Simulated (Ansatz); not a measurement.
# C5H8: the cost of one run

Method: the settings change from run to run; program: Ansatz 0.2.0, Gaussian basis.

**1. The molecule**

The structure was relaxed beforehand with PBE0-D4 in a triple-zeta def2 set.

SMILES `C=CC(=C)C`, 13 atoms, charge 0, spin multiplicity 1.

Atoms are counted from 1 here; the program's logs count them from 0.

Bond lengths: C1–C2 1.332 Å, C1–H6 1.083 Å, C1–H7 1.084 Å, C2–C3 1.459 Å, C2–H8 1.088 Å, C3–C4 1.336 Å, C3–C5 1.496 Å, C4–H9 1.085 Å, C4–H10 1.084 Å, C5–H11 1.090 Å, C5–H12 1.094 Å, C5–H13 1.094 Å. Angles: C2–C1–H6 121.1°, C2–C1–H7 122.1°, H6–C1–H7 116.8°, C1–C2–C3 125.6°, C1–C2–H8 119.0°, C3–C2–H8 115.4°, C2–C3–C4 119.6°, C2–C3–C5 118.6°, C4–C3–C5 121.8°, C3–C4–H9 121.2°, C3–C4–H10 121.7°, H9–C4–H10 117.2°, C3–C5–H11 111.0°, C3–C5–H12 111.0°, C3–C5–H13 111.0°, H11–C5–H12 108.3°, H11–C5–H13 108.3°, H12–C5–H13 107.0°.

**2. wB97X/x2c-TZVPPall**

This run has atoms shaken by 0.03 Å.

Input file in.yaml:

```yaml
crystal:
  periodic: [false, false, false]
  atoms:
    - {symbol: C, position_ang: [-1.963340, 0.148851, -0.390451]}
    - {symbol: C, position_ang: [-0.928434, 0.495600, 0.414197]}
    - {symbol: C, position_ang: [0.475955, 0.118432, 0.301824]}
    - {symbol: C, position_ang: [1.368376, 0.603365, 1.148091]}
    - {symbol: C, position_ang: [0.895920, -0.858145, -0.814541]}
    - {symbol: H, position_ang: [-2.969361, 0.370618, -0.246655]}
    - {symbol: H, position_ang: [-1.776449, -0.598027, -1.296634]}
    - {symbol: H, position_ang: [-1.205887, 1.171126, 1.166788]}
    - {symbol: H, position_ang: [1.043480, 1.265396, 1.881843]}
    - {symbol: H, position_ang: [2.379078, 0.379248, 1.129405]}
    - {symbol: H, position_ang: [1.934032, -1.006738, -0.740419]}
    - {symbol: H, position_ang: [0.606124, -0.394354, -1.770850]}
    - {symbol: H, position_ang: [0.312896, -1.853926, -0.748837]}
basis:
  gaussian: {orbitals: x2c-TZVPPall}
hamiltonian: {xc: {name: wB97X}}
```

Command:

```console
$ ansatz run in.yaml --threads 4 --pin off --events-out ev --progress --plain --max-ram 10444MiB
```

What time and memory should one allow on 4 threads of Arm Neoverse V1, shared host?

About 7 s, with a peak of 0.62 GiB.
